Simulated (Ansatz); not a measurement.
Worked example: vertical energy of the quartet above the doublet of CH4FSi (SMILES C[SiH]F)

CH4FSi has 7 atoms, charge 0, and is taken as a doublet. SMILES: `C[SiH]F`. Geometry: relaxed at PBE0-D4/def2-TZVP.

Both states at this one shape; open shells run unrestricted unless said. 1 Eh = 27.2114 eV.

```tsv
level	program	doublet CH4FSi (Eh)	quartet CH4FSi (Eh)
UPBE/aug-cc-pVDZ	Ansatz	-429.563720	-429.303310
UB2PLYP/aug-cc-pVDZ, 7 core orbitals frozen	Ansatz	-429.630826	-429.346821
UCCSD(T)/aug-cc-pVDZ, 7 core orbitals frozen	Ansatz	-429.095923	-428.809952
UCCSD/aug-cc-pVDZ, 7 core orbitals frozen	Ansatz	-429.083273	-428.793927
```

Problem. Work out the vertical gap, second state less first, at each level.

Solution. 
1. UPBE/aug-cc-pVDZ: -429.303310 − (-429.563720) = 0.260410 Eh = 7.09 eV.
2. UB2PLYP/aug-cc-pVDZ: -429.346821 − (-429.630826) = 0.284005 Eh = 7.73 eV.
3. UCCSD(T)/aug-cc-pVDZ: -428.809952 − (-429.095923) = 0.285971 Eh = 7.78 eV.
4. UCCSD/aug-cc-pVDZ: -428.793927 − (-429.083273) = 0.289346 Eh = 7.87 eV.

No measured value is set beside it here; the levels span 7.09 to 7.87 eV.
